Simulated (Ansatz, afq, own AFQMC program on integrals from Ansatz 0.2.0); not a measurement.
# Breaking Si2–F1 in SiClF, singlet

```xyz
3

F     0.6377   -1.2391    0.2064
Si   -0.6175   -0.3801   -0.3761
Cl   -0.0312    1.5544    0.1564
```

Products: SiCl (doublet) and F (doublet), each relaxed with PBE0/def2-SVP like the molecule; electronic energies without zero-point terms. Determinants: RHF, UHF and UHF in that order.

Basis def2-TZVP. Only valence electrons are correlated. Ansatz 0.2.0 and our own AFQMC program on the same integrals; the CISD trial comes from CCSD amplitudes, and released means the phaseless constraint is let go. Uncertainties: one standard error, sampling alone. The errors of all members are added in quadrature.

No full CI on the walks' own integrals is used here; CCSDT(Q) serves as the reference and is uncertain by about the last step of the cluster series. Each member takes its own surest rung, up to full CI.

The best estimate is CCSD(T) at the basis-set limit (CBS: def2-TZVPP and def2-QZVPP, with their diffuse functions for anions and beside diffuse sets, CCSD(T) itself extrapolated) plus the step from CCSD(T) to CCSDT(Q) in def2-TZVP. Rows without CBS are in def2-TZVP; B2PLYP and the wave-function rows carry a basis error of their own. Core correlation and relativity beyond core potentials are missing, and ± holds the sampling alone.

Cautions: SiCl (doublet): the released energies are still falling, so no released level is given (meV from the phaseless value at times in 1/Eh: -9 ± 4 at 0.24, -13 ± 3 at 0.51, -20 ± 3 at 0.99, -21 ± 4 at 1.62, -30 ± 5 at 2.40), its ph-AFQMC/CISD value lies 19 ± 5 meV above CCSDT(Q).

Best estimate: 626.6 kJ/mol.

| level | bond energy (kJ/mol) | error against the best estimate (kJ/mol) |
| --- | --- | --- |
| HF | 442.7 | -183.9 |
| MP2 | 640.3 | 13.7 |
| CCSD | 591.7 | -35.0 |
| CCSD(T) | 603.9 | -22.8 |
| CCSDT | 602.6 | -24.1 |
| CCSDT(Q) | 603.4 | -23.3 |
| ph-AFQMC/CISD | 604.5 ± 0.8 | -22.1 ± 0.8 |
| HF/CBS | 447.0 | -179.7 |
| MP2/CBS | 662.9 | 36.2 |
| CCSD(T)/CBS | 627.1 | 0.5 |
| PBE | 625.6 | -1.1 |
| r2SCAN | 611.3 | -15.3 |
| PBE0 | 598.8 | -27.8 |
| B3LYP | 605.8 | -20.8 |
| wB97M-V | 628.2 | 1.6 |
| B2PLYP | 612.6 | -14.0 |

Correlation beyond CCSD(T) takes off 0.5 kJ/mol. Going to the basis-set limit adds 23.3 kJ/mol at CCSD(T). The perturbative (T) step is worth +12.2 kJ/mol. The functionals spread over 29.4 kJ/mol; PBE and wB97M-V come nearest and PBE0 is 27.8 kJ/mol too low.

Best estimates are given only where the step beyond CCSD(T) is under 0.3 eV and no member's determinant is very poor (T1 over 0.05, or 0.07 for open shells, ⟨S²⟩ too high by 0.3, two states mixed), so the hardest cases are missing from such tables.

The functionals ran in a triple-zeta set and keep a basis error of their own, a few kJ/mol for each bond in atomization energies and more for double hybrids, so close places among them and the extrapolated levels can swap.

CCSDT and higher add their correlation energy to the determinant of the CCSD(T) run, since their own runs factorise the integrals more tightly (a shift of under 2 meV). Each member of a difference takes its own highest rung, so a best estimate needn't equal the limit plus the step of one row. A walk keeps the symmetry of its determinant, which the program's search chose and which needn't be the lowest solution, so a lower state of the same spin and another symmetry isn't excluded.
